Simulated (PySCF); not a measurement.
# TDDFT excited states: BH7N2

Species: BH₇N₂.
Cartesian coordinates in Å at the PBE0-D3(BJ)/def2-SVP level; atoms count from 1:
```xyz
10
BH7N2 angstrom
N     -1.3325   -0.3956   -0.0129
B     -0.1809    0.5042   -0.3027
N      1.1705   -0.2730    0.3396
H     -1.8023   -0.7806   -0.8240
H     -2.0381   -0.0177    0.6085
H      0.1231    0.6170   -1.4915
H     -0.1761    1.5786    0.3007
H      1.2694   -1.1903   -0.0967
H      1.0254   -0.4288    1.3377
H      2.0347    0.2534    0.2070
```

Method used: TDDFT CAM-B3LYP/def2-SVPD, vertical, gas phase, core orbitals frozen in the response in PySCF 2.14.0, density-fitted response routines.

| state | E (eV) | E (hartree) | f | symmetry | main configurations (H = HOMO, L = LUMO) |
| --- | --- | --- | --- | --- | --- |
| S1 | 5.67 | 0.2082 | 0.075 | A′ | H→L (88%), H→L+1 (8%) |
| S2 | 6.49 | 0.2385 | 0.030 | A′ | H→L+1 (82%), H→L (9%) |
| S3 | 6.77 | 0.2488 | 0.013 | A″ | H-1→L (97%) |
| S4 | 7.39 | 0.2716 | 0.031 | A″ | H→L+3 (86%), H→L+6 (9%) |
| S5 | 7.54 | 0.2770 | 0.070 | A′ | H→L+2 (94%) |
| S6 | 7.89 | 0.2901 | 0.0006 | – | H→L+6 (50%), H-1→L+1 (40%) |
| S7 | 7.99 | 0.2936 | 0.020 | A″ | H-1→L+1 (54%), H→L+6 (36%) |
| S8 | 8.14 | 0.2991 | 0.054 | A′ | H→L+4 (76%), H→L+5 (11%) |
| S9 | 8.35 | 0.3069 | 0.021 | A′ | H→L+5 (79%), H→L+4 (10%) |
| S10 | 8.47 | 0.3113 | 0.017 | A″ | H-1→L+2 (92%) |

Triplets, Tamm–Dancoff:

```json
{"state": "T1", "E (eV)": "5.32", "λ (nm)": "232.9", "main configurations (H = HOMO, L = LUMO)": "H→L (86%)"}
{"state": "T2", "E (eV)": "6.19", "λ (nm)": "200.3", "main configurations (H = HOMO, L = LUMO)": "H→L+1 (78%), H→L+4 (9%), H→L (8%)"}
{"state": "T3", "E (eV)": "6.63", "λ (nm)": "187.0", "main configurations (H = HOMO, L = LUMO)": "H-1→L (94%)"}
{"state": "T4", "E (eV)": "7.28", "λ (nm)": "170.4", "main configurations (H = HOMO, L = LUMO)": "H→L+3 (75%), H→L+6 (18%)"}
```

The lowest singlet comes at 219 nm (547 kJ/mol) in the ultraviolet; it is of moderate strength; its leading configuration is HOMO→LUMO (88%). The lowest level is also the most intense of those listed (f = 0.075). Löwdin shares by element: HOMO nitrogen 63% or more, hydrogen 12% or more, boron 11%; LUMO hydrogen 31% or more, boron 30%, nitrogen 16% or more (atoms not listed hold the other 23%). Orbital energies (eV): HOMO-3 -12.01, HOMO-2 -11.00, HOMO-1 -9.02, HOMO -7.70, LUMO 0.70, LUMO+1 1.97, LUMO+2 2.55. The listed states span 2.80 eV, and the widest gap between neighbours is 0.82 eV (S1 to S2). The oscillator strengths of these states sum to 0.331; summed over the whole spectrum of an exact calculation they would give the number of electrons, 26 (Thomas–Reiche–Kuhn). The vertical ionisation energy (ΔSCF) is 8.74 eV, 0.27 eV above S10. Symmetry labels in Cs follow from the direction of the transition dipole and are given only for states with f of 0.002 or more. Singlets were solved by full linear response, triplets in the Tamm–Dancoff approximation.

Hardware: one thread, x86-64 server, shared host. Cost: 17 s wall, 12 s CPU.

One conformer stands for the species.
